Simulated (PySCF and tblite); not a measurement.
C₃H₉N, numbered as in [CH3:1][CH:2]([CH3:3])[NH2:4].

Search: ETKDG and KDG, MMFF94s, GFN2-xTB, 60 starts; geometries at PBE0-D3(BJ)/def2-SVP. Weights use PBE0-D3(BJ)/pcSseg-1 (IEF-PCM, chloroform) energies plus GFN2-xTB zero-point and thermal terms (modes under about 100 cm⁻¹ blended into free rotors). Symmetry numbers and mirror images are counted. Conformers within 3 kcal/mol (GFN2-xTB free energy) were kept, 4 at most. GIAO shieldings: PBE0/pcSseg-1 (IEF-PCM, chloroform). Shifts are against TMS (¹H), TMS (¹³C), NH3 (¹⁵N) at the same level. Run with PySCF (density fitting) and tblite.

Torsions listed: C1–C2–N4–H4. Of a mirror pair one member is shown.

| conformer | shape | symmetry | E(GFN2, own minimum) kcal/mol | E(DFT) kcal/mol |
| --- | --- | --- | --- | --- |
| 1 | -55° | C1 (pair) | 0.00 | 0.00 |
| 2 | -178° | Cs | 1.05 | 0.03 |

Q: How much do the weights at 298.15 K and the averaged shift of H2 depend on how the conformers are weighted?

A: 
```csv
weighting,1 (%),2 (%),δ (ppm),rms dipole (D)
"DFT energy with thermal terms, symmetry and mirror images (full scheme)",61,39,2.83,1.60
DFT energy with symmetry and mirror images,68,32,2.81,1.60
bare DFT energy,51,49,2.87,1.61
GFN2-xTB energy with symmetry and mirror images,92,8,2.71,1.58
GFN2-xTB free energy,90,10,2.72,1.58
leading conformer alone,100,0,2.68,1.58
equal weights,50,50,2.88,1.61
"full scheme, search stopped after three starts",100,0,2.68,1.58
```

The largest departure from the full scheme, 0.15 ppm, comes with: leading conformer alone.


¹⁵N shifts are against a computed isolated NH3 molecule, about 20 ppm from the liquid.